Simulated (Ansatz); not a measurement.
[H···H···SiH$_{3}$], doublet: transfer scan

Starting geometry:

```xyz
6

H    -2.6755    0.0000    0.0000
H    -1.9305    0.0000    0.0000
Si    0.1055    0.0000    0.0000
H     0.5555   -1.4163    0.0000
H     0.5555    0.7081   -1.2265
H     0.5555    0.7081    1.2265
```

From there H2 is moved from one fragment to the other while all else, the fragments' distance too, stays fixed; atoms are numbered as listed. Energies are in kcal/mol, counted from the starting geometry at the same level. Kohn–Sham curves are unrestricted where that lies lower.

Basis 6-31G; Ansatz 0.2.0. Correlated methods freeze the noble-gas cores.

In so small a basis the reference is far from its limit while semilocal and hybrid functionals are nearer theirs (RPA and double hybrids share much of the reference's basis error), so the functionals' errors here hold much of the reference's basis and frozen-core error, which can add to them or hide them.

Full CI is exact within this basis and frozen core; it isn't the basis-set limit.

| distance H1-H2 (Å) | full CI | PBE | r2SCAN | B97M-V | PBE0 | B3LYP | r2SCAN0 | wB97M-V | B2PLYP | RPA-PBE |
| --- | --- | --- | --- | --- | --- | --- | --- | --- | --- | --- |
| 0.693 | 0.9 | 2.1 | 1.7 | 1.5 | 1.7 | 1.5 | 1.4 | 1.4 | 1.1 | 1.0 |
| 0.745 | 0.0 | 0.0 | 0.0 | 0.0 | 0.0 | 0.0 | 0.0 | 0.0 | 0.0 | 0.0 |
| 0.830 | 2.2 | 0.4 | 0.8 | 0.8 | 1.0 | 1.2 | 1.3 | 1.4 | 1.8 | 2.2 |
| 0.915 | 6.3 | 2.9 | 3.6 | 3.3 | 3.9 | 4.3 | 4.4 | 4.9 | 5.4 | 6.2 |
| 1.000 | 10.0 | 5.7 | 6.4 | 5.8 | 6.9 | 7.4 | 7.3 | 8.3 | 8.8 | 10.1 |
| 1.086 | 12.2 | 8.0 | 8.4 | 7.8 | 9.1 | 9.7 | 9.2 | 10.6 | 10.9 | 12.6 |
| 1.171 | 13.0 | 9.7 | 9.6 | 9.5 | 10.3 | 11.2 | 10.1 | 11.8 | 11.8 | 13.8 |
| 1.256 | 13.5 | 11.6 | 10.9 | 11.5 | 11.5 | 12.6 | 11.0 | 12.8 | 12.5 | 14.7 |
| 1.341 | 15.2 | 14.7 | 13.6 | 14.7 | 14.1 | 15.2 | 13.3 | 14.9 | 14.5 | 16.6 |
